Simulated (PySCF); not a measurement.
Input of a run (PBE0-D3(BJ)/def2-TZVP geometry optimisation, gas phase (PySCF 2.14.0)), started from GFN2-xTB:
```
{"job": {"xc": "PBE0", "basis": "def2-TZVP", "d3": "d3bj", "grid": 2, "shake": 0.01, "kind": "geom"}, "charge": 0, "multiplicity": 1}
C     -0.962260     0.013650     0.226540
S      0.468330    -0.530440     1.160210
S      1.890180    -0.591820    -0.289110
H     -1.777680     0.034850     0.919390
H     -1.177140    -0.655140    -0.605740
H     -0.815820     1.050070    -0.151500
H      2.408350     0.649740    -0.138750
```

Output (energies in Eh, forces in Eh/bohr):
```
step   0  E = -836.61570579  max force = 0.018125
step   1  E = -836.61527003  max force = 0.012739
step   2  E = -836.61665773  max force = 0.004242
step   3  E = -836.61671646  max force = 0.001462
step   4  E = -836.61673157  max force = 0.000309
step   5  E = -836.61673687  max force = 0.000624
step   6  E = -836.61674140  max force = 0.000479
step   7  E = -836.61674222  max force = 0.000229
optimisation converged
```

Q: Summarise the run.

A: The energy falls by 0.65 kcal/mol over 8 energy and gradient evaluations, the largest force component goes from 0.0181 to 2.3e-04 Eh/bohr, and the atoms move by 0.036 Å rms after alignment. Among the bonds, C1–H4 and C1–H6 change most and about equally (-0.023 to +0.022 Å). Bonds longer at the end by more than 0.005 Å: 3 of 6; shorter: 2. The energy rose by more than 1e-6 Eh at step 1.

Q: What are the final bond lengths?

A: C1–S2 1.803 Å, S2–S3 2.037 Å, C1–H4 1.093 Å, C1–H5 1.089 Å, C1–H6 1.090 Å, S3–H7 1.349 Å. Numbering counts from 1 in the input's order; the species is hydrogen methyl disulfide, `CSS`.

The run used 129 basis functions and 51 SCF cycles in all.

Not checked by PBE0-D3(BJ)/def2-TZVP frequencies. The numbers are those of one conformer.

Shape of the structure used: `[CH3:1][S:2][SH:3]`: H–S3–S2–C1 88°.
